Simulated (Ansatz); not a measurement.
# C₂H₇O+: a ladder of functionals and wavefunction methods

The task here is to estimate one member of a computed series from the others.

Computed with Ansatz 0.2.0, Gaussian basis. Level: functionals in def2-TZVPP, the program's frozen cores in correlated methods.

Plan: LDA (SPW92), PBE-D4, revPBE-D4, BLYP-D4, r2SCAN-D4, B97M-V, PBE0-D4, B3LYP-D4, r2SCANh-D4, r2SCAN0-D4, HSE06-D4, BHLYP-D4, CAM-B3LYP-D4, LC-ωPBE, ωB97X-V, ωB97M-V, B2PLYP, PBE-QIDH; CCSD(T)/def2-SVP; CCSD(T)/def2-TZVPP; CCSD(T)/def2-QZVPP; extrapolation to the limit; RPA on PBE.

### The geometry

The geometry comes from an earlier relaxation with PBE0-D4 in a triple-zeta def2 set; it is a stationary point, not always the lowest conformer.

SMILES `C[OH+]C`, 10 atoms, charge 1, spin multiplicity 1.

Atoms are counted from 1 here; the program's logs count them from 0.

Bond lengths: C1–O2 1.476 Å, C1–H4 1.089 Å, C1–H5 1.087 Å, C1–H6 1.086 Å, O2–C3 1.476 Å, O2–H7 0.971 Å, C3–H8 1.089 Å, C3–H9 1.086 Å, C3–H10 1.087 Å. Angles: O2–C1–H4 109.1°, O2–C1–H5 106.0°, O2–C1–H6 105.6°, H4–C1–H5 112.5°, H4–C1–H6 112.2°, H5–C1–H6 111.0°, C1–O2–C3 116.8°, C1–O2–H7 111.6°, C3–O2–H7 111.6°, O2–C3–H8 109.1°, O2–C3–H9 105.6°, O2–C3–H10 106.0°, H8–C3–H9 112.2°, H8–C3–H10 112.5°, H9–C3–H10 111.0°.

Set-up of the first run:

in.yaml

```yaml
crystal:
  periodic: [false, false, false]
  atoms:
    - {symbol: C, position_ang: [-0.960243, 0.648453, -0.506736]}
    - {symbol: O, position_ang: [0.457679, 0.260354, -0.379238]}
    - {symbol: C, position_ang: [0.803888, -0.637248, 0.739613]}
    - {symbol: H, position_ang: [-1.563118, -0.247800, -0.643689]}
    - {symbol: H, position_ang: [-1.011703, 1.318765, -1.360864]}
    - {symbol: H, position_ang: [-1.203886, 1.170955, 0.414041]}
    - {symbol: H, position_ang: [0.817300, -0.062763, -1.221572]}
    - {symbol: H, position_ang: [0.246898, -1.566906, 0.634850]}
    - {symbol: H, position_ang: [0.534374, -0.096128, 1.642253]}
    - {symbol: H, position_ang: [1.878820, -0.787683, 0.681362]}
basis:
  gaussian: {orbitals: def2-TZVPP}
total_charge: 1
hamiltonian: {xc: lda}
output: {orbitals: {seedname: orbitals}}
```

Launch:

```sh
> ansatz run in.yaml --threads 2 --pin off --events-out ev --progress --plain --max-ram 32768MiB --backend cpu
```

Steps of the session up to this table: LDA; PBE-D4 (GGA); revPBE-D4 (GGA); BLYP-D4 (GGA); r2SCAN-D4 (meta-GGA); B97M-V (meta-GGA); B3LYP-D4 (hybrid); r2SCANh-D4 (hybrid); r2SCAN0-D4 (hybrid); HSE06-D4 (hybrid); BHLYP-D4 (hybrid); CAM-B3LYP-D4 (range-separated); LC-ωPBE (range-separated); ωB97X-V (range-separated); ωB97M-V (range-separated); B2PLYP (double hybrid); PBE-QIDH (double hybrid).

One table of the session follows, with a row left open; its other results are not shown here.

It belongs to the step «Frontier levels by functional». Levels, from each run's orbital file:

```
  functional  HOMO (eV)  LUMO (eV)  gap (eV)
 LDA (SPW92)     -14.44      -6.84      7.60
      PBE-D4     -14.42      -6.67      7.75
   revPBE-D4     -14.40      -6.59      7.81
     BLYP-D4     -14.36      -6.65      7.71
   r2SCAN-D4     -14.77      -6.07      8.70
      B97M-V     -14.94      -6.32      8.63
     PBE0-D4     -16.08      -5.56     10.52
    B3LYP-D4     -15.84      -5.93      9.91
  r2SCANh-D4     -15.39      -5.69      9.70
  r2SCAN0-D4          ?          ?         ?
    HSE06-D4     -15.67      -5.94      9.72
    BHLYP-D4     -17.69      -4.67     13.02
CAM-B3LYP-D4     -17.58      -4.63     12.95
     LC-ωPBE     -18.96      -3.20     15.76
     ωB97X-V     -18.62      -3.40     15.22
     ωB97M-V     -18.50      -3.82     14.68
```

**Question.** Estimate the row for r2SCAN0-D4.

Worked estimate for «HOMO (eV)». Against the share of exact exchange, r2SCAN-D4 (0, -14.77), r2SCANh-D4 (0.1, -15.39) give a slope of -6.20 per unit share; at 0.25 the line stands at -16.32.

As computed: HOMO (eV): -16.31; LUMO (eV): -5.15; gap (eV): 11.16. In «HOMO (eV)» the line misses by -0.01.
